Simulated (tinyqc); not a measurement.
Inside a calculation. Method: extended Hueckel theory, for N2. One step of it, computed by the program tinyqc.

Problem. Mulliken analysis. P = C n C^T; charge = valence electrons (N 5) minus the sum of (P S)_ii on the atom; overlap population = 2 sum P_ij S_ij between two atoms.

coefficients:
```
              MO1        MO2       MO3        MO4        MO5        MO6        MO7        MO8
1N 2s    0.587789   0.617577  0.000000   0.000000  -0.209620   0.000000   0.000000   1.085322
1N 2px   0.000000   0.000000  0.357164   0.521147   0.000000   0.739125   0.350295   0.000000
1N 2py   0.000000   0.000000  0.521147  -0.357164   0.000000  -0.350295   0.739125   0.000000
1N 2pz   0.020381  -0.363851  0.000000   0.000000   0.643822   0.000000   0.000000   1.106621
2N 2s    0.587789  -0.617577  0.000000   0.000000  -0.209620   0.000000   0.000000  -1.085322
2N 2px   0.000000   0.000000  0.357164   0.521147   0.000000  -0.739125  -0.350295   0.000000
2N 2py   0.000000   0.000000  0.521147  -0.357164   0.000000   0.350295  -0.739125   0.000000
2N 2pz  -0.020381  -0.363851  0.000000   0.000000  -0.643822   0.000000   0.000000   1.106621
```

occupations: 2.000000  2.000000  2.000000  2.000000  2.000000  0.000000  0.000000  0.000000

overlap S, lower triangle:
```
            1N 2s    1N 2px    1N 2py     1N 2pz     2N 2s    2N 2px    2N 2py    2N 2pz
1N 2s    1.000000
1N 2px   0.000000  1.000000
1N 2py   0.000000  0.000000  1.000000
1N 2pz   0.000000  0.000000  0.000000   1.000000
2N 2s    0.416482  0.000000  0.000000   0.419830  1.000000
2N 2px   0.000000  0.252630  0.000000   0.000000  0.000000  1.000000
2N 2py   0.000000  0.000000  0.252630   0.000000  0.000000  0.000000  1.000000
2N 2pz  -0.419830  0.000000  0.000000  -0.329480  0.000000  0.000000  0.000000  1.000000
```

Give: charges; Overlap populations.

Solution.

charges: 1N 0.000, 2N 0.000

Overlap populations:
```
pair     value
2-1   1.534127
```
